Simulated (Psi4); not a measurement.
# B3LYP/6-31G(d) (Cartesian functions) run of CH3BO (Borane carbonyl)

Aim: the vertical ionisation energy of CH3BO (Borane carbonyl) at B3LYP/6-31G* (Cartesian functions), from 2 runs. 

The calculation is run with Psi4 1.11.

1 further run of the same task is left out (set aside as unsound or not needed). Runs told in other sessions of the task aren't counted.

## Step 1: Starting point

The species is CH3BO (6 atoms), meant as a singlet with charge 0. As SMILES, `[BH3-]C#[O+]`. Geometry: relaxed at PBE0-D4/def2-TZVP.

Bond lengths: B1–C2 1.512 Å, C2–O3 1.127 Å, B1–H4 1.209 Å, B1–H5 1.209 Å, B1–H6 1.209 Å. Angles: B1–C2–O3 179.9°, C2–B1–H4 104.6°, C2–B1–H5 104.5°, C2–B1–H6 104.5°, H4–B1–H5 113.9°, H4–B1–H6 113.9°, H5–B1–H6 113.9°.

## Step 2: The energy at B3LYP/6-31G(d) (Cartesian functions)

Contents of calc.py:

```python
import psi4

psi4.set_memory(2200000000)
psi4.set_num_threads(1)
psi4.set_output_file('run.log', False)

mol = psi4.geometry("""
0 1
B     -0.51997704     0.79317475    -0.37777515
C      0.93386486    -1.42802824     0.67888411
O      2.01883221    -3.08240787     1.46703219
H     -2.71580100     0.22999857    -0.09509102
H      0.13141155     0.91674394    -2.56398041
H      0.15166942     2.57048106     0.89093028
units au
symmetry c1
no_reorient
no_com
""")

psi4.set_options({
    'basis': '6-31G*',
    'puream': False,
    'e_convergence': 1e-09,
    'd_convergence': 1e-08,
    'scf_type': 'pk',
    'dft_radial_points': 99,
    'dft_spherical_points': 590,
})

e_tot, wfn = psi4.energy("b3lyp", return_wfn=True)
print('E =', round(e_tot, 9))
for k, v in sorted(psi4.core.scalar_variables().items()):
    print(f'{k:45s} {v:18.10f}')
```

On the command line:

```sh
python calc.py
```

run.log:

```text
[...]
  Running in c1 symmetry.
[...]
  Nuclear repulsion =   56.830250529776478
[...]
  Multiplicity = 1
[...]
  Nalpha       = 11
  Nbeta        = 11
[...]
    Number of basis functions: 51
[...]
   @RKS iter   1:  -139.84670898127652   -4.38032e-01   9.28836e-03 DIIS/ADIIS
[...]
   @RKS iter  10:  -139.97059222532562   -1.08002e-12   1.62665e-09 DIIS
[...]
    Orbital Energies [Eh]
    ---------------------
    Doubly Occupied:
       1A    -19.289019     2A    -10.359461     3A     -6.713204
       4A     -1.200381     5A     -0.658394     6A     -0.565584
       7A     -0.511113     8A     -0.511108     9A     -0.396561
      10A     -0.337327    11A     -0.337322
[...]
  @RKS Final Energy:  -139.97059222532562
   => Energetics <=
    Nuclear Repulsion Energy =             56.8302505297764782
    One-Electron Energy =                -300.7279263456472336
    Two-Electron Energy =                 119.3799602281350332
    DFT Exchange-Correlation Energy =     -15.4528766375899167
    Empirical Dispersion Energy =           0.0000000000000000
    VV10 Nonlocal Energy =                  0.0000000000000000
    Total Energy =                       -139.9705922253256176
[...]
 Multipole Moments:
 ------------------------------------------------------------------------------------
     Multipole            Electronic (a.u.)      Nuclear  (a.u.)        Total (a.u.)
 ------------------------------------------------------------------------------------
 L = 1.  Multiply by 2.5417464519 to convert [e a0] to [Debye]
 Dipole X            :        -16.4153932           16.7212416            0.3058485
 Dipole Y            :         25.0765871          -25.5443351           -0.4677480
 Dipole Z            :        -11.9301967           12.1525453            0.2223485
 Magnitude           :                                                    0.6014735
[...]
```

The script printed:

```text
E = -139.970592225
CURRENT ENERGY                                   -139.9705922253
CURRENT REFERENCE ENERGY                         -139.9705922253
DD SOLVATION ENERGY                                 0.0000000000
DFT FUNCTIONAL TOTAL ENERGY                      -139.9705922253
DFT TOTAL ENERGY                                 -139.9705922253
DFT VV10 ENERGY                                     0.0000000000
DFT XC ENERGY                                     -15.4528766376
GRID ELECTRONS ALPHA                               10.9999999815
GRID ELECTRONS BETA                                10.9999999815
GRID ELECTRONS TOTAL                               21.9999999630
NUCLEAR REPULSION ENERGY                           56.8302505298
ONE-ELECTRON ENERGY                              -300.7279263456
PCM POLARIZATION ENERGY                             0.0000000000
PE ENERGY                                           0.0000000000
SCF ITERATION ENERGY                             -139.9705922253
SCF ITERATIONS                                     10.0000000000
SCF TOTAL ENERGY                                 -139.9705922253
TWO-ELECTRON ENERGY                               119.3799602281
XC GRID RADIAL POINTS                              99.0000000000
XC GRID SPHERICAL POINTS                          590.0000000000
XC GRID TOTAL POINTS                           332550.0000000000
```

It took 7.2 s on 1 thread of AMD EPYC 7R43 (Zen 3), shared host; peak memory 0.69 GiB.

## Step 3: The doublet cation at the same level

Contents of job.dat:

```
memory 2200 mb

molecule geom {
  1 2
  B     -0.275160     0.419730    -0.199910
  C      0.494180    -0.755680     0.359250
  O      1.068320    -1.631140     0.776320
  H     -1.437140     0.121710    -0.050320
  H      0.069540     0.485120    -1.356800
  H      0.080260     1.360240     0.471460
  symmetry c1
  no_reorient
  no_com
}

set basis 6-31G*
set reference uks
set puream false
set e_convergence 1e-09
set d_convergence 1e-08
set scf_type pk
set dft_radial_points 99
set dft_spherical_points 590
set maxiter 100

e_tot, wfn = energy('b3lyp', return_wfn=True)
oeprop(wfn, 'DIPOLE', 'MULLIKEN_CHARGES', 'LOWDIN_CHARGES')
print_variables()
```

On the command line:

```sh
psi4 job.dat job.out -n 1
```

job.out (excerpt; [...] marks lines left out):

```text
[...]
  Running in c1 symmetry.
[...]
  Nuclear repulsion =   56.830250486033535
[...]
  Multiplicity = 2
[...]
  Nalpha       = 11
  Nbeta        = 10
[...]
    Number of basis functions: 51
[...]
   @UKS iter   1:  -139.47346309426570   -6.47863e-02   6.16835e-03 DIIS/ADIIS
[...]
   @UKS iter  20:  -139.52434439019024   -1.22213e-12   1.86909e-09 DIIS
[...]
   @S^2 Observed:                7.580403136E-01
[...]
  @UKS Final Energy:  -139.52434439019024
   => Energetics <=
    Nuclear Repulsion Energy =             56.8302504860335347
    One-Electron Energy =                -294.4825677476419514
    Two-Electron Energy =                 113.2952120120363873
    DFT Exchange-Correlation Energy =     -15.1672391406182143
    Empirical Dispersion Energy =           0.0000000000000000
    VV10 Nonlocal Energy =                  0.0000000000000000
    Total Energy =                       -139.5243443901902367
  UHF NO Occupations:
  HONO-2 :    9  A 1.9990895
  HONO-1 :   10  A 1.9976880
[...]
 Multipole Moments:
 ------------------------------------------------------------------------------------
     Multipole            Electronic (a.u.)      Nuclear  (a.u.)        Total (a.u.)
 ------------------------------------------------------------------------------------
 L = 1.  Multiply by 2.5417464519 to convert [e a0] to [Debye]
 Dipole X            :        -16.4754176           16.7212416            0.2458240
 Dipole Y            :         25.4337936          -25.5443351           -0.1105415
 Dipole Z            :        -11.8999248           12.1525453            0.2526205
 Magnitude           :                                                    0.3694130
[...]
  Mulliken Charges: (a.u.)
   Center  Symbol    Alpha    Beta     Spin     Total
       1     B     2.79420  2.41894  0.37526 -0.21314
       2     C     2.69264  2.75803 -0.06539  0.54934
       3     O     4.08731  3.97759  0.10972 -0.06489
       4     H     0.44607  0.33841  0.10766  0.21551
       5     H     0.44616  0.33833  0.10783  0.21551
       6     H     0.53362  0.16871  0.36491  0.29767
   Total alpha = 11.00000, Total beta = 10.00000, Total charge =  1.00000
  Lowdin Charges: (a.u.)
   Center  Symbol    Alpha    Beta     Spin     Total
[...]
```

Run time: 20 s. Hardware: 1 thread of AMD EPYC 7R43 (Zen 3), shared host; peak memory 0.69 GiB.

## Step 4: Summary of results

At B3LYP/6-31G* (Cartesian functions):

```
                                          quantity          value
                       singlet CH3BO: total energy  -139.97059 Eh
                      singlet CH3BO: dipole moment         1.53 D
                        singlet CH3BO: HOMO energy       -9.18 eV
                        singlet CH3BO: LUMO energy       -1.41 eV
                      singlet CH3BO: HOMO–LUMO gap        7.77 eV
                      doublet cation: total energy  -139.52434 Eh
doublet cation: HOMO energy (highest over α and β)      -16.87 eV
 doublet cation: LUMO energy (lowest over α and β)      -15.07 eV
                              doublet cation: ⟨S²⟩          0.758
vertical ionisation energy (to the doublet cation)      12.143 eV
```

The vertical ionisation energy comes to 12.14 eV (280 kcal/mol). −ε(HOMO) before ionisation, 9.18 eV, is 2.96 eV below this ionisation energy. Mulliken charges (doublet cation) run from -0.21 on B1 to +0.55 on C2.
